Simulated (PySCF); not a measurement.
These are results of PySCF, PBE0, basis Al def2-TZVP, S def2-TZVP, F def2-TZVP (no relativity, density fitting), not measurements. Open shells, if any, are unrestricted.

What shape and geometry does isolated singlet AlSF take (every ligand bound to Al)?

Counting electrons, aluminium keeps none of its valence electrons outside its bonds, so the VSEPR class is AX2 and the expected shape is linear; with unlike ligands the computed point group is C∞v. The lowest minimum found is a singlet of C∞v symmetry with Al–F 1.631 Å, Al–S 1.996 Å; F–Al–S 180.0°. Its harmonic wavenumbers are 179 (π), 552 (σ+), 968 (σ+) cm⁻¹ and its dipole moment is 2.45 D.

This need not be the most stable arrangement of these atoms.
